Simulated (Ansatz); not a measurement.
Species: C4H8, charge 0, singlet. C4H8 (SMILES C=C(C)C).
B3LYP-D3(BJ)/def2-TZVP minimum from Ansatz (an electronic-structure program):
```
C
C 1 1.3301
H 2 1.0831 1 121.53
H 2 1.0831 3 116.94 1 180.00
C 1 1.5018 2 122.22 3 0.00
H 5 1.0896 1 111.83 2 0.00
H 5 1.0944 6 108.38 1 -122.37
H 5 1.0944 6 108.38 7 -115.25
C 1 1.5018 2 122.22 3 -180.00
H 9 1.0896 1 111.83 2 0.00
H 9 1.0944 10 108.38 1 -122.37
H 9 1.0944 10 108.38 11 -115.25
```
Charge 0, spin multiplicity 1.

Wanted: atomisation energy (electronic, to ground-state atoms), in kJ/mol. Open shells are spin-unrestricted; no spin-orbit coupling. CBS(X,Y): correlation extrapolated as X^-3, Hartree-Fock from the larger set. A bracket is a step between two methods taken in the basis named. Functionals run without relativity, which enters their misses. Double hybrids freeze cores in their MP2 part. '+ core + X2C': CCSD(T) terms for core correlation (cc-pwCVTZ) and scalar relativity (cc-pVTZ-DK). Where a partner has so few electrons that a lower coupled-cluster level is exact, that level stands in.

CCSD(T)/CBS(cc-pVTZ,cc-pVQZ) + [CCSDT(Q) - CCSD(T)]/cc-pVDZ + core + X2C (Ansatz) gives 4856.2 kJ/mol.

### Question
What does PBE/def2-TZVPD (Ansatz) give here, and how do the other levels compare?

### Answer
PBE gives 4914.2 kJ/mol, 58.0 kJ/mol above it. Differences of the others: r2SCAN/def2-TZVPD (Ansatz) -11.0; B3LYP/def2-TZVPD (Ansatz) -35.1; wB97M-V/def2-TZVPD (Ansatz) -8.4; B2PLYP/def2-TZVPD (Ansatz) -66.8; CCSD(T)/CBS(cc-pVTZ,cc-pVQZ) + core + X2C (Ansatz) -2.2 kJ/mol. Nearer than PBE: r2SCAN/def2-TZVPD, B3LYP/def2-TZVPD, wB97M-V/def2-TZVPD, CCSD(T)/CBS(cc-pVTZ,cc-pVQZ) + core + X2C.
